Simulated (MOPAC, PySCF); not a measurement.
C2H2O2, SMILES `O=CC=O` (O–C–C–O torsion 180°), neutral singlet in the gas phase. 

Cartesian coordinates (Å):
SMILES: O=CC=O
```xyz
6

O     -1.3045    -0.5046    -1.0118
C     -0.7139    -0.2661     0.0061
C      0.7139     0.2661    -0.0061
O      1.3045     0.5046     1.0118
H     -1.1470    -0.4095     1.0144
H      1.1470     0.4095    -1.0144
```
Charge 0, spin multiplicity 1.

All levels are single points at this geometry (B3LYP-D3(BJ)/def2-TZVP); Pople sets use spherical d functions. Orbital energies aren't observables, and empty levels follow the basis.

```json
[
 {"level": "M06-2X/def2-TZVP in PySCF", "HOMO (eV)": "-9.44", "LUMO (eV)": "-2.00", "gap (eV)": "7.44", "dipole (D)": "0.00", "vertical IE, Delta-SCF (eV)": "10.76"},
 {"level": "PBE-D3(BJ)/def2-TZVP in PySCF", "HOMO (eV)": "-6.24", "LUMO (eV)": "-4.28", "gap (eV)": "1.97", "dipole (D)": "0.00", "vertical IE, Delta-SCF (eV)": "9.91"},
 {"level": "B3LYP/3-21G in PySCF", "HOMO (eV)": "-6.98", "LUMO (eV)": "-2.85", "gap (eV)": "4.13", "dipole (D)": "0.00", "vertical IE, Delta-SCF (eV)": "–"},
 {"level": "B3LYP/6-311+G** in PySCF", "HOMO (eV)": "-7.74", "LUMO (eV)": "-3.52", "gap (eV)": "4.21", "dipole (D)": "0.00", "vertical IE, Delta-SCF (eV)": "–"},
 {"level": "B3LYP/6-31G* in PySCF", "HOMO (eV)": "-7.28", "LUMO (eV)": "-3.03", "gap (eV)": "4.26", "dipole (D)": "0.00", "vertical IE, Delta-SCF (eV)": "10.19"},
 {"level": "M06-2X/6-31G* in PySCF", "HOMO (eV)": "-9.12", "LUMO (eV)": "-1.66", "gap (eV)": "7.46", "dipole (D)": "0.00", "vertical IE, Delta-SCF (eV)": "–"},
 {"level": "PBE/6-31G* in PySCF", "HOMO (eV)": "-5.85", "LUMO (eV)": "-3.90", "gap (eV)": "1.95", "dipole (D)": "0.00", "vertical IE, Delta-SCF (eV)": "9.69"},
 {"level": "SVWN5/6-31G* in PySCF", "HOMO (eV)": "-5.97", "LUMO (eV)": "-4.16", "gap (eV)": "1.81", "dipole (D)": "0.00", "vertical IE, Delta-SCF (eV)": "9.86"},
 {"level": "HF/6-31G* in PySCF", "HOMO (eV)": "-11.78", "LUMO (eV)": "1.46", "gap (eV)": "13.24", "dipole (D)": "0.00", "vertical IE, Delta-SCF (eV)": "–"},
 {"level": "HF/STO-3G in PySCF", "HOMO (eV)": "-8.86", "LUMO (eV)": "5.52", "gap (eV)": "14.38", "dipole (D)": "0.00", "vertical IE, Delta-SCF (eV)": "–"},
 {"level": "AM1 in MOPAC", "HOMO (eV)": "-10.48", "LUMO (eV)": "-0.52", "gap (eV)": "9.96", "dipole (D)": "0.00", "vertical IE, Delta-SCF (eV)": "–"},
 {"level": "PM3 in MOPAC", "HOMO (eV)": "-10.51", "LUMO (eV)": "-0.60", "gap (eV)": "9.91", "dipole (D)": "0.00", "vertical IE, Delta-SCF (eV)": "–"},
 {"level": "PM7 in MOPAC", "HOMO (eV)": "-10.23", "LUMO (eV)": "-1.07", "gap (eV)": "9.16", "dipole (D)": "0.00", "vertical IE, Delta-SCF (eV)": "–"}
]
```
